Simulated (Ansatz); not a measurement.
Basis-set extrapolation for nitrogen (PBE0-D4/def2-TZVP geometry, frozen core, the Gaussian-basis code of Ansatz). Multiplicity 1, RHF reference.

```tsv
	cc-pV(T+d)Z	cc-pV(Q+d)Z
HF	-108.984871	-108.992557
MP2 correlation	-0.371468	-0.396599
CCSD(T) correlation	-0.388517	-0.411521
```

Energies in hartree. Use E(X) = E(∞) + A·exp(−5.46·√X) for Hartree–Fock and E(X) = E(∞) + B·X^(−3.05) for correlation, with X = 3 and 4.

Problem. What is the CCSD(T) energy at the basis-set limit?

Solution. HF limit: -108.992557 + (-0.007686) × 0.30130 = -108.99487. Correlation limit: -0.411521 + (-0.023004) × 0.71189 = -0.42790. Total: -109.42277 hartree, 129.7 kJ/mol below CCSD(T)/cc-pV(T+d)Z.
